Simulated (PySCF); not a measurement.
# CH₄: breathing scan

All numbers come from PBE0 in PySCF with C def2-TZVP, H def2-TZVP; no relativity; density-fitted integrals.

Rigid scan from the singlet minimum (C–H 1.090 Å (×4); H–C–H 109.5° (×6)). Coordinate: all bonds to the central atom scaled together. Energies in kJ/mol from the minimum.

```csv
scale of all bonds to the centre,E (kJ/mol)
0.88,145.8
0.92,59.5
0.96,13.7
1.00,0.0
1.04,11.6
1.08,43.2
1.14,118.3
1.22,253.5
1.35,515.7
```

At long bonds a restricted determinant can lie too high, and another spin state can fall below this curve.

The scan took 3.9 s on 2 threads of a shared Arm Neoverse V1 host; the process peaked at 0.81 GiB. Launch command: `OMP_NUM_THREADS=2 python axn.py task.json out`.
